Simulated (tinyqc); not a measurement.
ROHF in the sto-6g basis, for LiH+, spin multiplicity 2, step by step (part 1 of 2). Computed by tinyqc, a small Python program that keeps every step (integrals from PySCF). Settings: charge = 1, multiplicity = 2, basis = sto-6g, energy threshold = 1e-08, iteration cap = 76, orthogonalisation = symmetric, start = atomic densities, DIIS depth = 0, method = ROHF. Command: `OMP_NUM_THREADS=1 python tinyqc.py 31237 31238 out.jsonl` (the two numbers bound the seeds that draw the settings). One thread of a shared host (Intel(R) Xeon(R) Processor @ 2.60GHz), about 0.1 s of CPU time with the checks. Later iterations appear only in the table of the cycle.

## One-electron integrals

Geometry (angstrom):
```
atom         x         y         z
Li    0.000000  0.000000  0.000000
H     0.000000  0.000000  2.518000
```

Basis sto-6g: exponents (1/bohr^2) and contraction coefficients of normalised primitives:
```
element  l (shell)    exponent  coefficient
Li           s (1)  167.175846     0.009164
Li           s (1)   30.651508     0.049361
Li           s (1)    8.575187     0.168538
Li           s (1)    2.945808     0.370563
Li           s (1)    1.143944     0.416492
Li           s (1)    0.471139     0.130334
Li           s (2)    6.597564    -0.013253
Li           s (2)    1.305830    -0.046992
Li           s (2)    0.405851    -0.033785
Li           s (2)    0.156146     0.250242
Li           s (2)    0.067814     0.595117
Li           s (2)    0.031084     0.240706
Li           p (3)    6.597564     0.003760
Li           p (3)    1.305830     0.037679
Li           p (3)    0.405851     0.173897
Li           p (3)    0.156146     0.418036
Li           p (3)    0.067814     0.425860
Li           p (3)    0.031084     0.101708
H            s (1)   35.523221     0.009164
H            s (1)    6.513144     0.049361
H            s (1)    1.822143     0.168538
H            s (1)    0.625955     0.370563
H            s (1)    0.243077     0.416492
H            s (1)    0.100112     0.130334
```

Overlap, kinetic and nuclear-attraction integrals over the contracted functions; the nuclear repulsion is the sum of Za Zb / Rab.

nuclear repulsion = 0.63047325 hartree

overlap S, order 1Li 1s, 1Li 2s, 1Li 2px, 1Li 2py, 1Li 2pz, 2H 1s:
$$\begin{pmatrix}
1.000000 & 0.235742 & 0.000000 & 0.000000 & 0.000000 & 0.008975 \\
0.235742 & 1.000000 & 0.000000 & 0.000000 & 0.000000 & 0.197129 \\
0.000000 & 0.000000 & 1.000000 & 0.000000 & 0.000000 & 0.000000 \\
0.000000 & 0.000000 & 0.000000 & 1.000000 & 0.000000 & 0.000000 \\
0.000000 & 0.000000 & 0.000000 & 0.000000 & 1.000000 & 0.292628 \\
0.008975 & 0.197129 & 0.000000 & 0.000000 & 0.292628 & 1.000000
\end{pmatrix}$$

kinetic energy T (hartree), order 1Li 1s, 1Li 2s, 1Li 2px, 1Li 2py, 1Li 2pz, 2H 1s:
$$\begin{pmatrix}
3.616742 & -0.110723 & 0.000000 & 0.000000 & 0.000000 & -0.004102 \\
-0.110723 & 0.106524 & 0.000000 & 0.000000 & 0.000000 & 0.003888 \\
0.000000 & 0.000000 & 0.320007 & 0.000000 & 0.000000 & 0.000000 \\
0.000000 & 0.000000 & 0.000000 & 0.320007 & 0.000000 & 0.000000 \\
0.000000 & 0.000000 & 0.000000 & 0.000000 & 0.320007 & 0.025562 \\
-0.004102 & 0.003888 & 0.000000 & 0.000000 & 0.025562 & 0.768522
\end{pmatrix}$$

nuclear attraction V (hartree), order 1Li 1s, 1Li 2s, 1Li 2px, 1Li 2py, 1Li 2pz, 2H 1s:
$$\begin{pmatrix}
-8.277302 & -0.877905 & 0.000000 & 0.000000 & -0.006874 & -0.034127 \\
-0.877905 & -1.406094 & 0.000000 & 0.000000 & -0.072296 & -0.283656 \\
0.000000 & 0.000000 & -1.388893 & 0.000000 & 0.000000 & 0.000000 \\
0.000000 & 0.000000 & 0.000000 & -1.388893 & 0.000000 & 0.000000 \\
-0.006874 & -0.072296 & 0.000000 & 0.000000 & -1.440338 & -0.425570 \\
-0.034127 & -0.283656 & 0.000000 & 0.000000 & -0.425570 & -1.870001
\end{pmatrix}$$

core Hamiltonian H = T + V (hartree), order 1Li 1s, 1Li 2s, 1Li 2px, 1Li 2py, 1Li 2pz, 2H 1s:
$$\begin{pmatrix}
-4.660560 & -0.988628 & 0.000000 & 0.000000 & -0.006874 & -0.038229 \\
-0.988628 & -1.299570 & 0.000000 & 0.000000 & -0.072296 & -0.279768 \\
0.000000 & 0.000000 & -1.068886 & 0.000000 & 0.000000 & 0.000000 \\
0.000000 & 0.000000 & 0.000000 & -1.068886 & 0.000000 & 0.000000 \\
-0.006874 & -0.072296 & 0.000000 & 0.000000 & -1.120331 & -0.400007 \\
-0.038229 & -0.279768 & 0.000000 & 0.000000 & -0.400007 & -1.101479
\end{pmatrix}$$

## Two-electron integrals

Functions are numbered as in S; the eight-fold symmetry (ij|kl) = (ji|kl) = (kl|ij) leaves the list below.

Two-electron integrals (ij|kl) in chemists' order, unique and non-zero (hartree):
```
(11|11) 1.681247   (21|11) 0.242603   (21|21) 0.044507   (22|11) 0.397190
(22|21) 0.090279   (22|22) 0.290625   (31|31) 0.009437   (32|31) 0.014261
(32|32) 0.064236   (33|11) 0.397190   (33|21) 0.090279   (33|22) 0.290625
(33|33) 0.313125   (41|41) 0.009437   (42|41) 0.014261   (42|42) 0.064236
(43|43) 0.016875   (44|11) 0.397190   (44|21) 0.090279   (44|22) 0.290625
(44|33) 0.279374   (44|44) 0.313125   (51|51) 0.009437   (52|51) 0.014261
(52|52) 0.064236   (53|53) 0.016875   (54|54) 0.016875   (55|11) 0.397190
(55|21) 0.090279   (55|22) 0.290625   (55|33) 0.279374   (55|44) 0.279374
(55|55) 0.313125   (61|11) 0.008877   (61|21) 0.001612   (61|22) 0.003372
(61|33) 0.003322   (61|44) 0.003322   (61|51) 0.000217   (61|52) 0.000467
(61|55) 0.003471   (61|61) 0.000065   (62|11) 0.052653   (62|21) 0.012296
(62|22) 0.046594   (62|33) 0.043875   (62|44) 0.043875   (62|51) 0.001864
(62|52) 0.014521   (62|55) 0.052033   (62|61) 0.000556   (62|62) 0.016961
(63|31) 0.000627   (63|32) 0.003674   (63|53) 0.001711   (63|63) 0.000721
(64|41) 0.000627   (64|42) 0.003674   (64|54) 0.001711   (64|64) 0.000721
(65|11) 0.074474   (65|21) 0.017475   (65|22) 0.067644   (65|33) 0.063116
(65|44) 0.063116   (65|51) 0.002912   (65|52) 0.022758   (65|55) 0.076701
(65|61) 0.000806   (65|62) 0.026328   (65|65) 0.041043   (66|11) 0.210141
(66|21) 0.049530   (66|22) 0.204173   (66|33) 0.188745   (66|44) 0.188745
(66|51) 0.006856   (66|52) 0.069143   (66|55) 0.235031   (66|61) 0.002253
(66|62) 0.102034   (66|65) 0.161972   (66|66) 0.774999
```

## Orthogonalisation

S = U s U^T; symmetric (Loewdin) form X = U s^(-1/2) U^T, so that X^T S X = 1.

eigenvalues of S: [0.618980, 0.816996, 1.000000, 1.000000, 1.175797, 1.388227]

X, order 1Li 1s, 1Li 2s, 1Li 2px, 1Li 2py, 1Li 2pz, 2H 1s:
$$\begin{pmatrix}
1.022170 & -0.124814 & 0.000000 & 0.000000 & -0.003808 & 0.014977 \\
-0.124814 & 1.038890 & 0.000000 & 0.000000 & 0.024647 & -0.110228 \\
0.000000 & 0.000000 & 1.000000 & 0.000000 & 0.000000 & 0.000000 \\
0.000000 & 0.000000 & 0.000000 & 1.000000 & 0.000000 & 0.000000 \\
-0.003808 & 0.024647 & 0.000000 & 0.000000 & 1.035397 & -0.159074 \\
0.014977 & -0.110228 & 0.000000 & 0.000000 & -0.159074 & 1.051883
\end{pmatrix}$$

## Starting guess

The start is atomic minimal-basis densities projected into this basis (PySCF's MINAO start) and scaled to the electron count of each spin; this density is not idempotent, so its energy is not variational and may lie below the converged one.

D(alpha) at the start, order 1Li 1s, 1Li 2s, 1Li 2px, 1Li 2py, 1Li 2pz, 2H 1s:
$$\begin{pmatrix}
1.038040 & -0.111401 & 0.000000 & 0.000000 & 0.002208 & -0.010705 \\
-0.111401 & 0.505490 & 0.000000 & 0.000000 & -0.003904 & 0.044330 \\
0.000000 & 0.000000 & 0.000000 & 0.000000 & 0.000000 & 0.000000 \\
0.000000 & 0.000000 & 0.000000 & 0.000000 & 0.000000 & 0.000000 \\
0.002208 & -0.003904 & 0.000000 & 0.000000 & 0.001258 & 0.023727 \\
-0.010705 & 0.044330 & 0.000000 & 0.000000 & 0.023727 & 0.476565
\end{pmatrix}$$

D(beta) at the start, order 1Li 1s, 1Li 2s, 1Li 2px, 1Li 2py, 1Li 2pz, 2H 1s:
$$\begin{pmatrix}
0.519020 & -0.055701 & 0.000000 & 0.000000 & 0.001104 & -0.005352 \\
-0.055701 & 0.252745 & 0.000000 & 0.000000 & -0.001952 & 0.022165 \\
0.000000 & 0.000000 & 0.000000 & 0.000000 & 0.000000 & 0.000000 \\
0.000000 & 0.000000 & 0.000000 & 0.000000 & 0.000000 & 0.000000 \\
0.001104 & -0.001952 & 0.000000 & 0.000000 & 0.000629 & 0.011863 \\
-0.005352 & 0.022165 & 0.000000 & 0.000000 & 0.011863 & 0.238282
\end{pmatrix}$$

## Iteration 1: building the Fock matrix

J_ij = sum D_kl (ij|kl) with D = D(alpha) + D(beta), K_ij = sum D_kl (ik|jl) for each spin; F = H + J - K(s); E = tr D H + tr D J / 2 - 0.5 sum_s tr D(s) K(s) + E_nn.

Coulomb J (hartree), order 1Li 1s, 1Li 2s, 1Li 2px, 1Li 2py, 1Li 2pz, 2H 1s:
$$\begin{pmatrix}
3.000873 & 0.469729 & 0.000000 & 0.000000 & 0.005245 & 0.017582 \\
0.469729 & 0.966043 & 0.000000 & 0.000000 & 0.052305 & 0.190195 \\
0.000000 & 0.000000 & 0.954311 & 0.000000 & 0.000000 & 0.000000 \\
0.000000 & 0.000000 & 0.000000 & 0.954311 & 0.000000 & 0.000000 \\
0.005245 & 0.052305 & 0.000000 & 0.000000 & 0.989509 & 0.283490 \\
0.017582 & 0.190195 & 0.000000 & 0.000000 & 0.283490 & 1.044172
\end{pmatrix}$$

exchange K(alpha) (hartree), order 1Li 1s, 1Li 2s, 1Li 2px, 1Li 2py, 1Li 2pz, 2H 1s:
$$\begin{pmatrix}
1.713653 & 0.248713 & 0.000000 & 0.000000 & 0.001021 & 0.010704 \\
0.248713 & 0.185715 & 0.000000 & 0.000000 & 0.016602 & 0.083386 \\
0.000000 & 0.000000 & 0.039848 & 0.000000 & 0.000000 & 0.000000 \\
0.000000 & 0.000000 & 0.000000 & 0.039848 & 0.000000 & 0.000000 \\
0.001021 & 0.016602 & 0.000000 & 0.000000 & 0.064638 & 0.095015 \\
0.010704 & 0.083386 & 0.000000 & 0.000000 & 0.095015 & 0.394388
\end{pmatrix}$$

exchange K(beta) (hartree), order 1Li 1s, 1Li 2s, 1Li 2px, 1Li 2py, 1Li 2pz, 2H 1s:
$$\begin{pmatrix}
0.856827 & 0.124356 & 0.000000 & 0.000000 & 0.000511 & 0.005352 \\
0.124356 & 0.092857 & 0.000000 & 0.000000 & 0.008301 & 0.041693 \\
0.000000 & 0.000000 & 0.019924 & 0.000000 & 0.000000 & 0.000000 \\
0.000000 & 0.000000 & 0.000000 & 0.019924 & 0.000000 & 0.000000 \\
0.000511 & 0.008301 & 0.000000 & 0.000000 & 0.032319 & 0.047507 \\
0.005352 & 0.041693 & 0.000000 & 0.000000 & 0.047507 & 0.197194
\end{pmatrix}$$

F(alpha) (hartree), order 1Li 1s, 1Li 2s, 1Li 2px, 1Li 2py, 1Li 2pz, 2H 1s:
$$\begin{pmatrix}
-3.373339 & -0.767611 & 0.000000 & 0.000000 & -0.002650 & -0.031350 \\
-0.767611 & -0.519243 & 0.000000 & 0.000000 & -0.036593 & -0.172959 \\
0.000000 & 0.000000 & -0.154423 & 0.000000 & 0.000000 & 0.000000 \\
0.000000 & 0.000000 & 0.000000 & -0.154423 & 0.000000 & 0.000000 \\
-0.002650 & -0.036593 & 0.000000 & 0.000000 & -0.195459 & -0.211532 \\
-0.031350 & -0.172959 & 0.000000 & 0.000000 & -0.211532 & -0.451696
\end{pmatrix}$$

F(beta) (hartree), order 1Li 1s, 1Li 2s, 1Li 2px, 1Li 2py, 1Li 2pz, 2H 1s:
$$\begin{pmatrix}
-2.516513 & -0.643255 & 0.000000 & 0.000000 & -0.002139 & -0.025998 \\
-0.643255 & -0.426385 & 0.000000 & 0.000000 & -0.028292 & -0.131266 \\
0.000000 & 0.000000 & -0.134499 & 0.000000 & 0.000000 & 0.000000 \\
0.000000 & 0.000000 & 0.000000 & -0.134499 & 0.000000 & 0.000000 \\
-0.002139 & -0.028292 & 0.000000 & 0.000000 & -0.163140 & -0.164024 \\
-0.025998 & -0.131266 & 0.000000 & 0.000000 & -0.164024 & -0.254502
\end{pmatrix}$$

total energy of this density = -6.37464919 hartree

This density is the starting one; it is not idempotent, so its energy is not variational and may lie below the converged one.

## Iteration 1: Roothaan effective Fock matrix

With projectors Pc = D(beta) S, Po = (D(alpha) - D(beta)) S, Pv = 1 - D(alpha) S, the block xy is Px^T F Py; with Fc = (F(alpha) + F(beta))/2, the blocks are Fc for cc, oo, vv and cv, F(beta) for co and F(alpha) for ov.

effective F (hartree), order 1Li 1s, 1Li 2s, 1Li 2px, 1Li 2py, 1Li 2pz, 2H 1s:
$$\begin{pmatrix}
-2.719557 & -0.648117 & 0.000000 & 0.000000 & -0.001829 & -0.029374 \\
-0.648117 & -0.459845 & 0.000000 & 0.000000 & -0.030732 & -0.149790 \\
0.000000 & 0.000000 & -0.144461 & 0.000000 & 0.000000 & 0.000000 \\
0.000000 & 0.000000 & 0.000000 & -0.144461 & 0.000000 & 0.000000 \\
-0.001829 & -0.030732 & 0.000000 & 0.000000 & -0.179213 & -0.189250 \\
-0.029374 & -0.149790 & 0.000000 & 0.000000 & -0.189250 & -0.362972
\end{pmatrix}$$

## Iteration 1: diagonalisation and new density

Diagonalise F' = X^T F X, C = X C', fill 2 alpha and 1 beta electrons from the bottom; D(s) = C_occ C_occ^T. Each column has its largest component positive (the first on a tie).

F' = X^T F X (hartree):
$$\begin{pmatrix}
-2.683682 & -0.292145 & 0.000000 & 0.000000 & -0.002327 & 0.009657 \\
-0.292145 & -0.342148 & 0.000000 & 0.000000 & -0.005380 & -0.083174 \\
0.000000 & 0.000000 & -0.144461 & 0.000000 & 0.000000 & 0.000000 \\
0.000000 & 0.000000 & 0.000000 & -0.144461 & 0.000000 & 0.000000 \\
-0.002327 & -0.005380 & 0.000000 & 0.000000 & -0.139581 & -0.122483 \\
0.009657 & -0.083174 & 0.000000 & 0.000000 & -0.122483 & -0.314131
\end{pmatrix}$$

orbital energies (hartree): MO1 -2.719585, MO2 -0.427269, MO3 -0.261542, MO4 -0.144461, MO5 -0.144461, MO6 -0.071147

coefficients C, order 1Li 1s, 1Li 2s, 1Li 2px, 1Li 2py, 1Li 2pz, 2H 1s:
$$\begin{pmatrix}
0.999312 & -0.125931 & -0.208985 & 0.000000 & 0.000000 & -0.049912 \\
0.002835 & 0.494200 & 0.898486 & 0.000000 & 0.000000 & 0.236872 \\
0.000000 & 0.000000 & 0.000000 & 0.922785 & 0.385315 & 0.000000 \\
0.000000 & 0.000000 & 0.000000 & -0.385315 & 0.922785 & 0.000000 \\
0.000385 & 0.239825 & -0.311074 & 0.000000 & 0.000000 & 0.971438 \\
0.001542 & 0.693441 & -0.468795 & 0.000000 & 0.000000 & -0.665963
\end{pmatrix}$$

D(alpha) after iteration 1, order 1Li 1s, 1Li 2s, 1Li 2px, 1Li 2py, 1Li 2pz, 2H 1s:
$$\begin{pmatrix}
1.014482 & -0.059401 & 0.000000 & 0.000000 & -0.029816 & -0.085785 \\
-0.059401 & 0.244241 & 0.000000 & 0.000000 & 0.118522 & 0.342703 \\
0.000000 & 0.000000 & 0.000000 & 0.000000 & 0.000000 & 0.000000 \\
0.000000 & 0.000000 & 0.000000 & 0.000000 & 0.000000 & 0.000000 \\
-0.029816 & 0.118522 & 0.000000 & 0.000000 & 0.057516 & 0.166305 \\
-0.085785 & 0.342703 & 0.000000 & 0.000000 & 0.166305 & 0.480863
\end{pmatrix}$$

D(beta) after iteration 1, order 1Li 1s, 1Li 2s, 1Li 2px, 1Li 2py, 1Li 2pz, 2H 1s:
$$\begin{pmatrix}
0.998624 & 0.002833 & 0.000000 & 0.000000 & 0.000385 & 0.001541 \\
0.002833 & 0.000008 & 0.000000 & 0.000000 & 0.000001 & 0.000004 \\
0.000000 & 0.000000 & 0.000000 & 0.000000 & 0.000000 & 0.000000 \\
0.000000 & 0.000000 & 0.000000 & 0.000000 & 0.000000 & 0.000000 \\
0.000385 & 0.000001 & 0.000000 & 0.000000 & 0.000000 & 0.000001 \\
0.001541 & 0.000004 & 0.000000 & 0.000000 & 0.000001 & 0.000002
\end{pmatrix}$$

Within a degenerate level the vectors are fixed only up to a rotation; this is one choice.

## Iteration 2: building the Fock matrix

As before.

Coulomb J (hartree), order 1Li 1s, 1Li 2s, 1Li 2px, 1Li 2py, 1Li 2pz, 2H 1s:
$$\begin{pmatrix}
3.637353 & 0.548379 & 0.000000 & 0.000000 & 0.008331 & 0.020531 \\
0.548379 & 1.029119 & 0.000000 & 0.000000 & 0.065080 & 0.191664 \\
0.000000 & 0.000000 & 1.017693 & 0.000000 & 0.000000 & 0.000000 \\
0.000000 & 0.000000 & 0.000000 & 1.017693 & 0.000000 & 0.000000 \\
0.008331 & 0.065080 & 0.000000 & 0.000000 & 1.051976 & 0.283553 \\
0.020531 & 0.191664 & 0.000000 & 0.000000 & 0.283553 & 0.992907
\end{pmatrix}$$

exchange K(alpha) (hartree), order 1Li 1s, 1Li 2s, 1Li 2px, 1Li 2py, 1Li 2pz, 2H 1s:
$$\begin{pmatrix}
1.687872 & 0.244118 & 0.000000 & 0.000000 & 0.001457 & 0.010508 \\
0.244118 & 0.151916 & 0.000000 & 0.000000 & 0.090540 & 0.159026 \\
0.000000 & 0.000000 & 0.027866 & 0.000000 & 0.000000 & 0.000000 \\
0.000000 & 0.000000 & 0.000000 & 0.027866 & 0.000000 & 0.000000 \\
0.001457 & 0.090540 & 0.000000 & 0.000000 & 0.101924 & 0.172573 \\
0.010508 & 0.159026 & 0.000000 & 0.000000 & 0.172573 & 0.508786
\end{pmatrix}$$

exchange K(beta) (hartree), order 1Li 1s, 1Li 2s, 1Li 2px, 1Li 2py, 1Li 2pz, 2H 1s:
$$\begin{pmatrix}
1.680336 & 0.243605 & 0.000000 & 0.000000 & 0.000272 & 0.009372 \\
0.243605 & 0.044998 & 0.000000 & 0.000000 & 0.000071 & 0.001740 \\
0.000000 & 0.000000 & 0.009507 & 0.000000 & 0.000000 & 0.000000 \\
0.000000 & 0.000000 & 0.000000 & 0.009507 & 0.000000 & 0.000000 \\
0.000272 & 0.000071 & 0.000000 & 0.000000 & 0.009515 & 0.000238 \\
0.009372 & 0.001740 & 0.000000 & 0.000000 & 0.000238 & 0.000079
\end{pmatrix}$$

F(alpha) (hartree), order 1Li 1s, 1Li 2s, 1Li 2px, 1Li 2py, 1Li 2pz, 2H 1s:
$$\begin{pmatrix}
-2.711078 & -0.684367 & 0.000000 & 0.000000 & 0.000001 & -0.028206 \\
-0.684367 & -0.422368 & 0.000000 & 0.000000 & -0.097755 & -0.247130 \\
0.000000 & 0.000000 & -0.079059 & 0.000000 & 0.000000 & 0.000000 \\
0.000000 & 0.000000 & 0.000000 & -0.079059 & 0.000000 & 0.000000 \\
0.000001 & -0.097755 & 0.000000 & 0.000000 & -0.170278 & -0.289028 \\
-0.028206 & -0.247130 & 0.000000 & 0.000000 & -0.289028 & -0.617358
\end{pmatrix}$$

F(beta) (hartree), order 1Li 1s, 1Li 2s, 1Li 2px, 1Li 2py, 1Li 2pz, 2H 1s:
$$\begin{pmatrix}
-2.703542 & -0.683854 & 0.000000 & 0.000000 & 0.001186 & -0.027070 \\
-0.683854 & -0.315450 & 0.000000 & 0.000000 & -0.007286 & -0.089844 \\
0.000000 & 0.000000 & -0.060701 & 0.000000 & 0.000000 & 0.000000 \\
0.000000 & 0.000000 & 0.000000 & -0.060701 & 0.000000 & 0.000000 \\
0.001186 & -0.007286 & 0.000000 & 0.000000 & -0.077869 & -0.116693 \\
-0.027070 & -0.089844 & 0.000000 & 0.000000 & -0.116693 & -0.108651
\end{pmatrix}$$

total energy of this density = -7.66125407 hartree

## Iteration 2: Roothaan effective Fock matrix

As before.

effective F (hartree), order 1Li 1s, 1Li 2s, 1Li 2px, 1Li 2py, 1Li 2pz, 2H 1s:
$$\begin{pmatrix}
-2.707315 & -0.683802 & 0.000000 & 0.000000 & 0.000903 & -0.026860 \\
-0.683802 & -0.311632 & 0.000000 & 0.000000 & -0.025869 & -0.149775 \\
0.000000 & 0.000000 & -0.069880 & 0.000000 & 0.000000 & 0.000000 \\
0.000000 & 0.000000 & 0.000000 & -0.069880 & 0.000000 & 0.000000 \\
0.000903 & -0.025869 & 0.000000 & 0.000000 & -0.115882 & -0.211291 \\
-0.026860 & -0.149775 & 0.000000 & 0.000000 & -0.211291 & -0.426652
\end{pmatrix}$$

## Iteration 2: diagonalisation and new density

As before.

F' = X^T F X (hartree):
$$\begin{pmatrix}
-2.659427 & -0.351546 & 0.000000 & 0.000000 & -0.002346 & 0.017503 \\
-0.351546 & -0.173056 & 0.000000 & 0.000000 & 0.006702 & -0.096117 \\
0.000000 & 0.000000 & -0.069880 & 0.000000 & 0.000000 & 0.000000 \\
0.000000 & 0.000000 & 0.000000 & -0.069880 & 0.000000 & 0.000000 \\
-0.002346 & 0.006702 & 0.000000 & 0.000000 & -0.065712 & -0.147798 \\
0.017503 & -0.096117 & 0.000000 & 0.000000 & -0.147798 & -0.373457
\end{pmatrix}$$

orbital energies (hartree): MO1 -2.708184, MO2 -0.456512, MO3 -0.116542, MO4 -0.069880, MO5 -0.069880, MO6 0.009586

coefficients C, order 1Li 1s, 1Li 2s, 1Li 2px, 1Li 2py, 1Li 2pz, 2H 1s:
$$\begin{pmatrix}
0.995326 & -0.054628 & -0.238076 & 0.000000 & 0.000000 & -0.101543 \\
0.019199 & 0.179382 & 0.944761 & 0.000000 & 0.000000 & 0.427210 \\
0.000000 & 0.000000 & 0.000000 & -0.478340 & 0.878175 & 0.000000 \\
0.000000 & 0.000000 & 0.000000 & 0.878175 & 0.478340 & 0.000000 \\
0.000339 & 0.212099 & -0.395305 & 0.000000 & 0.000000 & 0.946954 \\
-0.002204 & 0.869432 & -0.140621 & 0.000000 & 0.000000 & -0.606999
\end{pmatrix}$$

D(alpha) after iteration 2, order 1Li 1s, 1Li 2s, 1Li 2px, 1Li 2py, 1Li 2pz, 2H 1s:
$$\begin{pmatrix}
0.993657 & 0.009310 & 0.000000 & 0.000000 & -0.011249 & -0.049689 \\
0.009310 & 0.032547 & 0.000000 & 0.000000 & 0.038053 & 0.155918 \\
0.000000 & 0.000000 & 0.000000 & 0.000000 & 0.000000 & 0.000000 \\
0.000000 & 0.000000 & 0.000000 & 0.000000 & 0.000000 & 0.000000 \\
-0.011249 & 0.038053 & 0.000000 & 0.000000 & 0.044986 & 0.184405 \\
-0.049689 & 0.155918 & 0.000000 & 0.000000 & 0.184405 & 0.755916
\end{pmatrix}$$

D(beta) after iteration 2, order 1Li 1s, 1Li 2s, 1Li 2px, 1Li 2py, 1Li 2pz, 2H 1s:
$$\begin{pmatrix}
0.990673 & 0.019110 & 0.000000 & 0.000000 & 0.000337 & -0.002194 \\
0.019110 & 0.000369 & 0.000000 & 0.000000 & 0.000007 & -0.000042 \\
0.000000 & 0.000000 & 0.000000 & 0.000000 & 0.000000 & 0.000000 \\
0.000000 & 0.000000 & 0.000000 & 0.000000 & 0.000000 & 0.000000 \\
0.000337 & 0.000007 & 0.000000 & 0.000000 & 0.000000 & -0.000001 \\
-0.002194 & -0.000042 & 0.000000 & 0.000000 & -0.000001 & 0.000005
\end{pmatrix}$$

Within a degenerate level the vectors are fixed only up to a rotation; this is one choice.
